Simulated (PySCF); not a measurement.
# A diatomic session: AlS+

The task here is to estimate one member of a computed series from the others.

Computed with PySCF 2.14.0. Level: Al 6-311G(d,p), S 6-311G(d,p), no relativity.

The first run:

A driver script around PySCF takes these settings:

| Quantity | Value |
| --- | --- |
| atoms | Al, S |
| charge | 1 |
| basis | Al 6-311G(d,p), S 6-311G(d,p) |
| Hamiltonian | no relativity |
| basis functions | 52 |
| electrons treated | 28 |
| masses in u | 26.9815, 31.9721 |
| levels | PBE0, PBE, r²SCAN, TPSSh, revPBE, B97-3, CAM-B3LYP, HF, MP2, SCS-MP2, CCSD, CCSD(T) |
| grid | 80 radial by 434 angular points |
| occupations | held fixed by the projection of orbital angular momentum |
| dissociation limit | Al+ + S, each in its ground configuration |
| starting distance in angstrom | 2.280 |
| values of 2S to try | 0, 2 |

Command:

```console
$ OMP_NUM_THREADS=1 python dia.py task.json out
```

Among the steps run: The job; PBE0 along the bond; Other states along the same grid; PBE; r²SCAN; TPSSh (hybrid meta-GGA); revPBE; B97-3 (global hybrid GGA); CAM-B3LYP (range-separated hybrid); UHF; MP2 and coupled cluster.

One of the session's tables, all rows but one given; the rest of the session is left out.

Energy (eV) from each level's lowest point:

```
R (Å)    UHF  UHF-MP2  UHF-SCS-MP2  UHF-CCSD  UHF-CCSD(T)
1.881  0.880    0.872        0.900       n/a          n/a
1.968  0.363    0.354        0.377     0.405        0.417
2.056  0.099    0.090        0.105     0.127        0.132
2.121      ?        ?            ?         ?            ?
2.187  0.000    0.000        0.000     0.000        0.000
2.253  0.026    0.042        0.032     0.013        0.015
2.340  0.093    0.146        0.122     0.069        0.078
2.449  0.177    0.301        0.256     0.162        0.187
2.581  0.247    0.453        0.383     0.268        0.314
2.756  0.292    0.569        0.474       n/a          n/a
```

Q: Estimate the row for R (Å) = 2.121 from the others.

Worked estimate for «UHF». A straight line through the neighbours (2.056, 0.099) and (2.187, 0.000) gives 0.099 + (0.000 − 0.099) × (2.121 − 2.056) / (2.187 − 2.056) = 0.050; a parabola fitted to 4 rows on both sides gives 0.012.

**Answer.** UHF: 0.016; UHF-MP2: 0.009; UHF-SCS-MP2: 0.017; UHF-CCSD: 0.030; UHF-CCSD(T): 0.032. In «UHF» the line misses by +0.034 and the parabola by -0.004.

Limits of these values: Lowest PBE0 solution found, without spin–orbit coupling: ³Π (triplet), unpaired electrons σ ↑, π ↑. Warnings in the runs' records: inverted.
